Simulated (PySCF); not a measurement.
**Exact simulation of a proton spin system**

Molecule: SMILES C(#C)/C=N/C, C$_{4}$H$_{5}$N.

Geometry (Å), atoms numbered from 1 in this order:
```xyz
10

C     2.7816    0.6416   -0.5750
C     1.6913    0.3085   -0.1619
C     0.4417   -0.1379    0.3774
N    -0.6750    0.3179   -0.0190
C    -1.8638   -0.1987    0.5873
H     3.7401    0.9435   -0.9559
H     0.5161   -0.9132    1.1690
H    -2.5175   -0.6199   -0.1944
H    -1.6846   -0.9734    1.3600
H    -2.4299    0.6315    1.0413
```

[PySCF: NMR shieldings at HF/pcSseg-2/GIAO; PBE0-D3(BJ)/def2-SVP geometry; J: B3LYP/pcJ-1 (spin–dipole term only in couplings to heteroatoms); averaged over atoms made equivalent by symmetry, fast rotation or ring inversion; isolated molecule; no relativistic terms; one conformer]

Scale: ¹H vs TMS (reference shieldings calculated alike).

Shifts (ppm): H6 3.31, H7 7.53, H8/H9/H10 3.41.
Couplings (Hz): H6–H7: -2.6; H6–H8, H6–H9, H6–H10: -1.4; H7–H8, H7–H9, H7–H10: -2.5; H8–H9, H8–H10, H9–H10: -15.2.

The 5-spin Hamiltonian (Zeeman plus full scalar coupling among like nuclei) was diagonalised exactly; lines are Lorentzian, 1.0 Hz wide, and the maxima above 3 % are listed with the tallest set to 100.

Q: Give the ¹H peak list of this spin system at 60 MHz.

A: 
Hz from δ = 0 (height): 456.9 (7), 454.4 (24), 451.8 (35), 449.3 (24), 446.8 (7), 206.5 (63), 205.2 (100), 204.1 (75), 202.8 (94), 200.5 (28), 199.1 (31), 197.9 (26), 196.6 (17)

Q: And at 600 MHz?

A: 
| Hz | ppm | height |
| --- | --- | --- |
| 4523.1 | 7.538 | 8 |
| 4520.6 | 7.534 | 26 |
| 4518.0 | 7.530 | 39 |
| 4515.5 | 7.526 | 27 |
| 4513.0 | 7.522 | 8 |
| 2048.0 | 3.413 | 86 |
| 2046.6 | 3.411 | 100 |
| 2045.5 | 3.409 | 97 |
| 2044.1 | 3.407 | 89 |
| 1989.3 | 3.316 | 10 |
| 1988.0 | 3.313 | 24 |
| 1986.6 | 3.311 | 31 |
| 1985.4 | 3.309 | 31 |
| 1984.0 | 3.307 | 23 |
| 1982.7 | 3.304 | 9 |

Q: Among coupled protons with different shifts, which pair is furthest from first order, and how does the field change that?

A: H6 and H7: Δν/J is about 97.4 at 60 MHz (close to first order) and 973.8 at 600 MHz (close to first order). J in Hz doesn't depend on the field, while Δν in Hz grows in proportion to it.
